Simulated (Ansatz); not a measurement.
Process, species as SMILES: N#N -> N#N as doublet, charge +1 + e-

Quantity: adiabatic ionisation energy (0 K, with zero-point energies), in eV. Conventions: open shells spin-unrestricted; 6-311+G** with 5d; non-relativistic; 6-31G* and kin with 6d, 5d where marked; no spin-orbit coupling. First-principles rows: single points at B3LYP-D3(BJ) geometries (Ansatz, a first-principles code), with unscaled harmonic terms from B3LYP/6-31G* at its own minima. A UHF reference is markedly spin-contaminated in at least one set, which strains HF and MP2. The Hartree-Fock reference of N#N as doublet, charge +1 is unstable towards a lower, spin-broken solution.

Measured values: CCCBDB table in ASE; they hold spin-orbit and core effects. 

Value to compare with, the measured value: 15.58 eV.

```
level         program  adiabatic ionisation energy (0 K, with zero-point energies) (eV)  error
------------  -------  ----------------------------------------------------------------  -----
HF/STO-3G      Ansatz                                                             13.87  -1.71
HF/3-21G       Ansatz                                                             14.91  -0.67
HF/6-31G*      Ansatz                                                             15.19  -0.39
HF/6-311+G**   Ansatz                                                             15.19  -0.39
```

Among the 4 habitual levels, HF/STO-3G lies farthest from the measured value (-1.71 eV); 0 of 4 lie above it, and their mean absolute error is 0.79 eV, the median 0.53. One case shows no general order.

The sets are all those run for this method; runs whose electronic state is in doubt are left out.
